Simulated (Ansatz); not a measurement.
# fcc Cu, lattice parameter a

Reference value: 3.595 Å (measured, low-temperature or extrapolated to 0 K; zero-point anharmonic expansion removed; as tabulated in Csonka et al. (2009), arXiv:0903.4037).

| level (code) | value (Å) |
|---|---|
| PBE (Ansatz) | 3.629 |
| PBE-D4 (Ansatz) | 3.573 |
| r²SCAN+rVV10 (Ansatz) | 3.561 |
| B3LYP (VWN-RPA form) (Ansatz) | (withheld) |

Q: Fill in the missing entries.

A: 
- B3LYP (VWN-RPA form) (Ansatz, an electronic-structure program), value (Å): 3.690

Errors against the reference: PBE +0.95 %, PBE-D4 -0.61 %, r²SCAN+rVV10 -0.95 %, B3LYP (VWN-RPA form) +2.64 %.

Closest of the ranked levels: PBE-D4 (-0.61 %). Among them B3LYP (VWN-RPA form) (+2.64 %) misses by most. No ranked level lands within 0.5 %.

Cutoffs and k meshes differ between the levels. Ansatz's density-functional and Hartree–Fock values are scalar-relativistic unless marked +SOC, with PAW data made under PBE.

Differences are worked out from the printed values.
